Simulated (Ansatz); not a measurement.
# AlBH (quartet): wave-function methods side by side at distance B1–Al2 = 6.508 Å, 6-31G

How much of the correlation energy of AlBH (quartet) does each wave-function method recover here?

Program: Ansatz 0.2.0, Gaussian basis. Level of theory: 6-31G, core rule «outside noble gas», up to 6 orbitals frozen. These are calculated values, not measurements.

The runs, in order: UHF; CCSD(T) on ROHF; CCSD(T) on UHF; BCCD(T) on ROHF; CISD; CCSDT(Q) on ROHF; CCSDT(Q) on UHF; CISDTQ; CCSDTQ on ROHF; CCSDTQ on UHF; CASSCF and MRCISD+Q, 5 electrons in 5 orbitals; CASSCF and NEVPT2, 5 electrons in 5 orbitals; CASSCF and MRCISD+Q, 7 electrons in 9 orbitals; CASSCF and NEVPT2, 7 electrons in 9 orbitals; Full CI.

26 further runs of the same task are left out: 22 that didn't finish, 4 set aside as unsound or not needed.

### 1 What is computed

The geometry derives from a PBE0/def2-TZVP stationary point (not a proven minimum). One bond is set to the value named and the two fragments are kept rigid.

3 atoms, charge 0, spin multiplicity 4.

Atoms are counted from 1 here; the program's logs count them from 0.

Bond lengths: B1–H3 1.185 Å.

### 2 UHF

The input, in.yaml:

```yaml
crystal:
  periodic: [false, false, false]
  atoms:
    - {symbol: B, position_ang: [0.000000, 0.000000, 1.774300]}
    - {symbol: Al, position_ang: [0.000000, 0.000000, -4.733700]}
    - {symbol: H, position_ang: [0.000000, 0.000000, 2.959400]}
basis:
  gaussian: {orbitals: 6-31G}
magnetization: {spin_polarized: true, initial_magnetization: 3}
hamiltonian: {xc: hf}
output: {orbitals: {seedname: orbitals}}
```

Launch:

```
ansatz run in.yaml --threads 1 --pin off --events-out ev --progress --plain --max-ram 2393MiB
```

After this run come: CCSD(T) on ROHF; CCSD(T) on UHF; BCCD(T) on ROHF; CISD; CCSDT(Q) on ROHF; CCSDT(Q) on UHF; CISDTQ; CCSDTQ on ROHF; CCSDTQ on UHF; CASSCF and MRCISD+Q, 5 electrons in 5 orbitals; CASSCF and NEVPT2, 5 electrons in 5 orbitals; CASSCF and MRCISD+Q, 7 electrons in 9 orbitals; CASSCF and NEVPT2, 7 electrons in 9 orbitals; Full CI.

Q: Predict the results of all the runs planned. Wanted: FCI below the RHF energy; RMP2 from FCI; UMP2 from FCI; RCCSD from FCI; RCCSD(T) from FCI; UCCSD(T) from FCI; RCCSDT(Q) from FCI; UCCSDT(Q) from FCI; NEVPT2 pair from FCI.

As calculated:

```
                         quantity                                                                                                                     value
         FCI below the RHF energy                                                                                                                -1.7055 eV
                    RMP2 from FCI                                                                                                                +635.2 meV
                    UMP2 from FCI                                                                                                                +634.6 meV
                   RCCSD from FCI                                                                                                                 +18.3 meV
                RCCSD(T) from FCI                                                                                                                  +6.9 meV
                UCCSD(T) from FCI                                                                                                                  +6.7 meV
               RCCSDT(Q) from FCI                                                                                                                  +0.6 meV
               UCCSDT(Q) from FCI                                                                                                                  +0.4 meV
             NEVPT2 pair from FCI                                                                                                                +544.3 meV
           MRCISD+Q pair from FCI                                                                                                                 -25.5 meV
levels within 1 kcal/mol (43 meV)  RCCSD, UCCSD, RCCSD(T), UCCSD(T), BCCD(T), RCCSDT, UCCSDT, CISDTQ, RCCSDT(Q), UCCSDT(Q), RCCSDTQ, UCCSDTQ, MRCISD+Q pair
                    T1 diagnostic                                                                                                                     0.010
   effectively unpaired electrons                                                                                                                      3.29
```

**Reading.** RCCSD(T) misses by +6.9 meV, 0.4 % of the correlation energy. MRCISD+Q pair falls below full CI: the +Q correction isn't variational, and the cores differ from full CI's. The occupations show some static correlation. Of the multireference levels listed MRCISD+Q pair comes nearest in total energy (-25.5 meV), which doesn't show that its space is the better one. These misses are within one basis, not against nature; the frozen cores of restricted and unrestricted runs differ, which can shift their rows.
